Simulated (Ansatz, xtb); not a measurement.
Two isomers of C4H10N+

Structure a: `[NH3+]C1CCC1`, a singlet. Structure b: `C=CCC[NH3+]`, a singlet. Both are isolated ions in the gas phase, relaxed with B3LYP-D3(BJ)/def2-SVP, each in the lowest conformer that the search found.

**Question.** Estimate which is lower in electronic energy at CCSD(T)/def2-SVP + ΔMP2/def2-TZVPP, and by roughly how much.

**Answer.** The CCSD(T)/def2-SVP + ΔMP2/def2-TZVPP calculation puts structure b lower, by 3.8 kcal/mol.

How the difference moves with the method:

```json
{"level": "GFN2-xTB", "geometry": "GFN2-xTB", "E(b) − E(a) (kcal/mol)": "+13.6", "departure from the last row (kcal/mol)": "+17.4", "job, with rough time for the two": "optimisation, 0.44 s"}
{"level": "HF/STO-3G", "geometry": "GFN2-xTB", "E(b) − E(a) (kcal/mol)": "+26.0", "departure from the last row (kcal/mol)": "+29.8", "job, with rough time for the two": "single point, 0.66 s"}
{"level": "r2SCAN-D4/def2-SVP", "geometry": "GFN2-xTB", "E(b) − E(a) (kcal/mol)": "−0.8", "departure from the last row (kcal/mol)": "+3.0", "job, with rough time for the two": "single point, 5.4 s"}
{"level": "B3LYP-D3(BJ)/def2-SVP", "geometry": "B3LYP-D3(BJ)/def2-SVP", "E(b) − E(a) (kcal/mol)": "−3.5", "departure from the last row (kcal/mol)": "+0.3", "job, with rough time for the two": "optimisation, 1.8 min"}
{"level": "HF/def2-SVP", "geometry": "B3LYP-D3(BJ)/def2-SVP", "E(b) − E(a) (kcal/mol)": "−4.2", "departure from the last row (kcal/mol)": "−0.4", "job, with rough time for the two": "part of the CCSD(T) run"}
{"level": "MP2/def2-SVP", "geometry": "B3LYP-D3(BJ)/def2-SVP", "E(b) − E(a) (kcal/mol)": "−1.1", "departure from the last row (kcal/mol)": "+2.7", "job, with rough time for the two": "part of the CCSD(T) run"}
{"level": "CCSD(T)/def2-SVP", "geometry": "B3LYP-D3(BJ)/def2-SVP", "E(b) − E(a) (kcal/mol)": "−2.8", "departure from the last row (kcal/mol)": "+1.1", "job, with rough time for the two": "single point"}
{"level": "CCSD(T)/def2-SVP + ΔMP2/def2-TZVPP", "geometry": "B3LYP-D3(BJ)/def2-SVP", "E(b) − E(a) (kcal/mol)": "−3.8", "departure from the last row (kcal/mol)": "", "job, with rough time for the two": "single point, 65 s"}
```

As drawn, b has 1 C=C in place of 2 C–C. Structure a has a 4-membered ring, b no ring.

GFN2-xTB, HF/STO-3G put the two in the other order. The largest departure from CCSD(T)/def2-SVP + ΔMP2/def2-TZVPP is that of HF/STO-3G, 29.8 kcal/mol. The last row adds to CCSD(T) the change of the MP2 difference between the two basis sets, here −1.1 kcal/mol.

With thermal terms from frequencies at re-optimised GFN2-xTB minima (ideal gas, soft modes damped towards free rotors, one conformer each, 298.15 K, 1 atm): on the last row, ΔE + ΔZPE = −5.5, ΔH = −5.2, ΔG = −5.8 kcal/mol.

The correlated steps freeze 5 core orbitals. Programs: Ansatz 0.2.0, xtb 6.7.1; the last row on 2 threads of Intel(R) Xeon(R) Processor @ 2.70GHz on a shared host.
